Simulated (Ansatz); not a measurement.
System: rock-salt EuS. Method: HSE06 (plane waves, PAW; Ansatz, a program for electronic structure).

Settings: plane-wave cutoff 460 eV, 8×8×8 k mesh, Fermi–Dirac smearing 0.01 eV, spin-polarised with parallel moments, scalar-relativistic PAW data made under PBE.

Cell (relaxed at this level):

```xyz
2
Lattice="0.0000 2.9857 2.9857 2.9857 0.0000 2.9857 2.9857 2.9857 0.0000" Properties=species:S:1:pos:R:3 pbc="T T T"
Eu     0.0000     0.0000     0.0000
S      2.9857     2.9857     2.9857
```
Starting moments (μB, in the order of the record's atoms Eu S): 7.0 0.0.

Q: Estimate the pressure derivative B′ of the bulk modulus, magnetic moment (largest site, within a sphere) and bulk modulus that the calculation returns.

A: 
- pressure derivative B′ of the bulk modulus: 3.9
- magnetic moment (largest site, within a sphere): 6.89 μB
- bulk modulus: 50.6 GPa

Measured, for comparison: bulk modulus 61.5 ± 0.5 GPa (room temperature, not corrected to a static lattice; as tabulated in Sci. Rep., doi 10.1038/s41598-022-05321-9). Computed (rounded) less measured: bulk modulus -18 %.

Note: the state of the 4f shell is in doubt.

Moments are spin moments.

Spin–orbit coupling is not included.

Computing time: around 40 core-minutes (rough).
